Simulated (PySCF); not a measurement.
Compound: F₂.
Bonds: F1–F2.

The same species was optimised twice, with GFN2-xTB and with PBE0-D3(BJ)/def2-SVP (PySCF), and the same property calculations (PySCF, gas phase) were run on both structures.

```json
{"coordinate": "F1–F2 (Å)", "GFN2-xTB": "1.403", "PBE0-D3(BJ)/def2-SVP": "1.377", "change": "-0.026"}
```

Rotational constants: B = 27012 MHz (linear) (GFN2-xTB) against B = 28076 MHz (linear) (PBE0-D3(BJ)/def2-SVP). Point groups within 0.08 Å: D∞h and D∞h.

On the GFN2-xTB structure: HOMO (eV) -11.67 [PBE0/pcSseg-1]; LUMO (eV) -3.78 [PBE0/pcSseg-1]; GIAO shielding of F1/F2 (mean) (ppm) -220.1 [PBE0/pcSseg-1].

**Question.** What do these properties become on the PBE0-D3(BJ)/def2-SVP structure?

**Answer.** 
```json
{"property": "HOMO (eV)", "level": "PBE0/pcSseg-1", "on GFN2-xTB": "-11.67", "on PBE0-D3(BJ)/def2-SVP": "-11.54", "change": "+0.13"}
{"property": "LUMO (eV)", "level": "PBE0/pcSseg-1", "on GFN2-xTB": "-3.78", "on PBE0-D3(BJ)/def2-SVP": "-3.24", "change": "+0.54"}
{"property": "energy, GFN2-xTB geometry as zero (kcal/mol)", "level": "PBE0/pcSseg-1", "on GFN2-xTB": "0.0", "on PBE0-D3(BJ)/def2-SVP": "-0.1", "change": "-0.1"}
{"property": "GIAO shielding of F1/F2 (mean) (ppm)", "level": "PBE0/pcSseg-1", "on GFN2-xTB": "-220.1", "on PBE0-D3(BJ)/def2-SVP": "-142.6", "change": "+77.5"}
```

The heavy atoms differ by 0.013 Å rms after alignment. Among all bonds F1–F2 changes most (-0.026 Å). Changes are differences of the printed values. Neither structure is proved a minimum here.
